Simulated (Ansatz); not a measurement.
We consider hcp Tl, described by PBE+SOC (PAW; Ansatz, a program for electronic structure).

Run with plane-wave cutoff 520 eV, 18×18×10 k mesh (along the axes of the cell as run), Fermi–Dirac smearing 0.05 eV, PAW data made under PBE.

Shape and atoms are relaxed at each volume.

Pressure at four volumes; x = ln(V/30.902 Å³). One pressure is withheld.

```csv
V (Å³/atom),x,P (GPa)
29.665,-0.0409,?
30.283,-0.0202,0.591
30.902,0.0000,0.007
32.138,0.0392,-0.952
```

Pass a parabola P(x) through the three rows shown, estimate the bulk modulus and its pressure derivative near zero pressure, and predict the withheld pressure.

Slopes between the rows: (0.007 − (0.591))/(0.0000 − (-0.0202)) = -28.91 and (-0.952 − (0.007))/(0.0392 − (0.0000)) = -24.46 GPa. Their difference over the span 0.0594 is c = 4.45/0.0594 = 74.9 GPa, so P(x) = 0.591 + (-28.91)(x − (-0.0202)) + 74.9 (x − (-0.0202))(x − (0.0000)). At the middle row B = −dP/dx = −[-28.91 + 74.9 × 0.0202] = 27.4 GPa, and B′ = dB/dP = 2c/B = 5.5. At x = -0.0409 the parabola gives 1.253 GPa; the run gives 1.255 GPa. The Birch–Murnaghan fit to the energies at all volumes has B0 = 27.2 GPa and B′ = 5.5.

Measured, for comparison: bulk modulus 37.4 GPa (copied from a table, unchecked, extrapolated to 0 K and zero-point effects removed; as tabulated in Lejaeghere et al. (2013), arXiv:1204.2733). Computed less measured: bulk modulus not scored (unchecked).
